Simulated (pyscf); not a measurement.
This saddle point was located with ωB97X-D3(BJ)/def2-SVP in PySCF.

```
Sn
H 1 1.7359
H 1 1.7375 2 100.81
H 1 1.9407 2 99.26 3 -100.68
H 4 1.0736 1 106.07 2 -130.96
S 5 1.6137 4 159.94 1 0.44
H 6 1.3484 5 93.21 4 -90.66
H 6 1.6245 7 92.60 5 -68.18
```
Charge 0, spin multiplicity 1.

Surface: singlet, charge 0. Lowest wavenumbers (cm⁻¹): 1731i, 120, 237, 358, 430.

**Question.** Which two sides does it connect, and which bonds change?

**Answer.** SnH₄ + H₂S ⇌ SnH₂ [singlet] + H₂S + H₂, a multi-bond step read from left to right: H–Sn, H–Sn, H–S broken and H–S, H–H formed. At ωB97M-D3(BJ)/def2-TZVP it lies +54.0 kcal/mol from the left side and +31.2 kcal/mol from the right (each side as separated species at their lowest minima found). On the product side the descent ends in a bound adduct (not fully relaxed), 8.2 kcal/mol under the separated species and 36.1 kcal/mol under the saddle at ωB97X-D3(BJ)/def2-TZVP. The same reactants have a lower exit, to HS–SnH₃ + H₂ (barrier +43.3 kcal/mol at ωB97M-D3(BJ)/def2-TZVP, against +54.0 kcal/mol here). One saddle was located; it need not be the lowest between these sides. Elements past Kr carry the def2 core potentials, without spin-orbit coupling.
